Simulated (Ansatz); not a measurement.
**Which is lower?**

Two relaxed structures of BSiH$_{4}$O (charge -1), closed shell (PBE0-D4/def2-TZVPD; forces vanish, vibrations not checked).

A:

```csv
atom,x (Å),y (Å),z (Å)
B1,-0.8489,0.3799,-0.1388
Si2,0.8439,-0.5804,0.1561
O3,1.2868,-2.0477,0.3570
H4,-1.8437,-0.3155,-0.1887
H5,-0.6261,0.9991,-1.1772
H6,-0.8569,1.1870,0.7888
H7,2.0448,0.3776,0.2027
```

B:

```
7
angstrom
B -0.4140 0.5449 0.0691
Si 1.1107 -0.4697 -0.1354
O 1.4634 -1.9747 0.5914
H 0.7259 -2.2344 1.1471
H -0.4683 1.5897 -0.5379
H -1.3396 0.2071 0.7721
H 2.3436 -0.2228 -0.9469
```

Computed with Ansatz 0.2.0 (basis: def2-TZVPPD); correlated methods freeze the cores. B3LYP uses VWN-RPA correlation.

Task: Which structure is lower at CCSD(T), and by how much? (An estimate is asked for; the value comes from the calculation.)

Result: By the calculation: A, by 22.68 kcal/mol (electronic energy, against the other). By their contacts, A is BSiH₄O ([BH3][SiH][O]), total charge -1 and B is BSiH₄O ([BH2][SiH][OH]), total charge -1.

All methods give the same order:

```
   method  E(B) − E(A) (kcal/mol)
   PBE-D4                   24.52
r2SCAN-D4                   23.93
  PBE0-D4                   22.74
 B3LYP-D4                   25.15
  wB97M-V                   25.07
       HF                   20.97
      MP2                   25.69
     CCSD                   22.54
  CCSD(T)                   22.68
```

T1 diagnostic: at most 0.019.

Labels in which every atom is bracketed show which atoms are joined, not bond orders.

For scale, one of the runs: CCSD(T)/def2-TZVPPD, 193 basis functions, launched by `ansatz run in.yaml --threads 2 --pin off --events-out ev --progress --plain --max-ram 4352MiB`. Hardware: 2 CPU threads of an Arm Neoverse V2, shared host. Wall time 29 s; peak host memory 2.1 GiB.
